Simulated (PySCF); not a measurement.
# Computed χzz against gas-phase spectroscopy

Values to reproduce (atoms as numbered below): 14N at N1/N2: χzz = -5.3 MHz [1].
[1] measured, gas; W. C. Bailey, Calculation of NQCC in Gaseous State Molecules (compilation of microwave values)

Dinitrogen, N2.
Z-matrix (Å and degrees, GFN2-xTB geometry), rows numbered from 1:
```
N 
N   1  1.0983
```

**Question.** How do the computed couplings compare?

**Answer.** PySCF, non-relativistic, all at one geometry, with Q(14N) = 0.02044 b, means over equivalent atoms:

```json
{"level": "B3LYP/pcJ-1", "functions": "54", "14N N1/N2 (MHz)": "-5.762", "computed/reference − 1 (%)": "+8.7"}
{"level": "PBE0/pcSseg-1", "functions": "34", "14N N1/N2 (MHz)": "-5.732", "computed/reference − 1 (%)": "+8.1"}
```

Closest here is PBE0/pcSseg-1 (8.1 % unsigned error), furthest B3LYP/pcJ-1 (8.7 %); one molecule doesn't rank methods. Computed values are for fixed nuclei, while measured ones can include vibrational averaging. GFN2-xTB bond lengths can be off by several hundredths of an ångström, more for odd bonds, and the gradients follow them.
